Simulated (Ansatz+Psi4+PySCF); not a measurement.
```xyz
2

Al    0.0000    0.0000   -0.0092
Cl    0.0000    0.0000    2.5652
```

Basis set: cc-pV(T+d)Z (spherical functions). Left uncorrelated: 10 orbitals. Charge 0, multiplicity 1.

Computed with Ansatz (development build ahead of 0.2.0) and Psi4 1.11; each method stands on the lowest determinant of its kind that the runs found. Restricted open shells among the atoms or ions are ROHF, correlated in semicanonical orbitals with singles.

Give the vertical ionization energy (product with multiplicity 2 at the same shape, open shells in the same class of orbitals) of singlet AlCl by RHF-MP2, RHF.

```
 method  ionization energy
RHF-MP2           10.24 eV
    RHF            9.18 eV
```

Caution: stretched shape with no unrestricted run beside it, a lower state can exist. Caution for RHF-MP2: another reference gives a lower total; bonds are stretched, where a single reference can fail; large amplitudes, a single reference is doubtful.
